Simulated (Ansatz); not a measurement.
Energy needed to pull apart B2H3S (SMILES B[B]S), doublet, into free ground-state atoms, from the structure below (displaced at random from a GFN2-xTB minimum); no zero-point or spin–orbit terms; open-shell atoms are treated unrestricted, in their ground-state multiplicity.

```tsv
atom	x (Å)	y (Å)	z (Å)
B1	-1.0093	0.2697	-0.5710
B2	0.1642	-0.2374	0.2801
S3	1.4222	-0.8500	1.2793
H4	-1.2896	-0.1695	-1.6291
H5	-1.6955	1.1311	-0.2363
H6	2.4621	-0.0723	0.8974
```

Computed with Ansatz 0.2.0 (basis: def2-TZVPP); correlated methods freeze the cores; orbitals are unrestricted.

```csv
method,atomization energy (kcal/mol)
PBE-D4,?
r2SCAN-D4,466.5
B97M-V,?
PBE0-D4,461.8
BHLYP-D4,448.8
wB97M-V,458.4
HF,350.0
MP2,444.4
CCSD,430.8
CCSD(T),437.1
```

Q: What does B97M-V give? (Judge from chemistry; the value comes from the calculation.)

A: The calculation gives: 467.4 kcal/mol, which is about 30.3 kcal/mol more than CCSD(T)/def2-TZVPP.

Q: What does PBE-D4 give? (An estimate is asked for; the value comes from the calculation.)

A: Computed: 468.1 kcal/mol, which is about 31.0 kcal/mol more than CCSD(T)/def2-TZVPP.

In triple zeta the MP2 and coupled-cluster atomization energies are still short of their basis limit by a few kcal/mol a bond, whereas those of the functionals are nearly converged, so these differences are not deviations from converged CCSD(T).

The T1 diagnostic stays at or below 0.018. ⟨S²⟩ of the unrestricted Hartree–Fock references: 0.76 (a pure state has 0.75).

For scale, one of the runs: CCSD(T)/def2-TZVPP forces, 146 basis functions (an equivalent command: `ansatz run in.yaml --threads 4`). Hardware: 4 CPU threads, shared host. Wall time 110 s; peak host memory 3.6 GiB.
